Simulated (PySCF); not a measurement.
Bonds (- single, = double, # triple, : aromatic): C1=C2 1.335 Å, C2-S3 1.669 Å, C2-Cl4 1.825 Å. C1 carries H5, H6. Formal charges: S3 -1.

Total charge -1. H5 is cis to S3; H6 is trans to S3.

Geometry: GFN2-xTB; GIAO absolute shieldings from PySCF 2.14.0 with density-fitted response routines, gas phase, non-relativistic, averaged over equivalent atoms.

At HF/pcSseg-1 (92 basis functions, 1.5 s wall time on 1 thread of an Arm Neoverse V1, shared host):
```csv
atoms,σ (ppm)
C2,3.4
C1,97.0
S3,531.1
Cl4,692.2
H5,28.03
H6,28.30
```

Question: Estimate the result of repeating the calculation with wB97X-D/6-311+G(2d,p).

Answer: 
```csv
atoms,"σ at wB97X-D/6-311+G(2d,p)",change
C2,7.4,+4.0
C1,97.0,+0.0
S3,442.8,-88.3
Cl4,575.8,-116.4
H5,27.64,-0.39
H6,28.05,-0.25
```

The largest change is at Cl4 (chlorine bonded to C). Cost: 136 basis functions, 9.3 s wall time on 1 thread of an Arm Neoverse V1, shared host.

Carbons that carry Cl, above all several Cl atoms, come out too deshielded, partly because spin–orbit coupling is missing.
